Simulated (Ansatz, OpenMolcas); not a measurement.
## Predicting a hybrid from its neighbours: CH4N2S (thiourea)

CH4N2S has 8 atoms, charge 0, and is taken as a singlet. As SMILES, `NC(N)=S`. The coordinates come from a PBE0-D4/def2-TZVP relaxation. This is one conformer, not always the lowest.

The HOMO–LUMO gap y, in eV, basis def2-SVPD; a is the functional's share of exact exchange. Programs: Ansatz 0.2.0, OpenMolcas 26.06.

```
functional     program     a  y (eV)
      BLYP      Ansatz     0    3.62
      TPSS  OpenMolcas     0    3.89
     B3LYP  OpenMolcas   0.2       ?
      PBE0      Ansatz  0.25    5.76
     BHLYP  OpenMolcas   0.5    7.78
```

Task: Fit y = c + s·a to the known rows and predict B3LYP.

Result: 
1. Means of the 4 rows: a = 0.1875, y = 5.263.
2. Σ(Δa)² = 0.17188, Σ(Δa·Δy) = 1.3831, so the slope is 1.3831/0.17188 = 8.0469.
3. Intercept: 5.263 − (8.0469) × 0.1875 = 3.754. The largest residual of the fit is 0.14.
4. B3LYP: 3.754 + (8.0469) × 0.2 = 5.36 eV.

The run gave 5.28 eV, so the prediction is off by +0.08 eV, within the largest residual. Exact exchange lowers occupied levels and raises empty ones. The rows mix families of semi-local functionals, which the line can't see.
